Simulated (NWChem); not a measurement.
# methanol (CH4O); SMILES CO

Computed with NWChem. Structure relaxed at the PBE0-D3(BJ)/def2-TZVP level. Isotropic polarisability at PBE0/Sadlej pVTZ. A Cauchy series cut after its second term is a line in ω².

```
row      ω² (10⁻³ Ha²)  α (bohr³)
-------  -------------  ---------
static            0.00      21.25
1065 nm           1.83   withheld
589 nm            5.98      21.71
400 nm           12.97      22.29
```

Q: Fit a straight line of the last column on the one before it, predict the withheld value, and compare with the run.

A: 
1. Means of the 3 shown rows: x = 6.317, y = 21.750. Slope Σ(x − x̄)(y − ȳ)/Σ(x − x̄)² = 6.765/84.28 = 0.08026; intercept 21.243.
2. The shown rows scatter about the line by 0.009 (root mean square); the largest residual is -0.01, at 589 nm.
3. At x = 1.83 (1065 nm; inside the shown range) the line gives 21.39.
4. The run gives 21.39, 0.00 from the line. The intercept estimates α(0), and the slope, 80.3 bohr³/Ha², the next Cauchy moment.
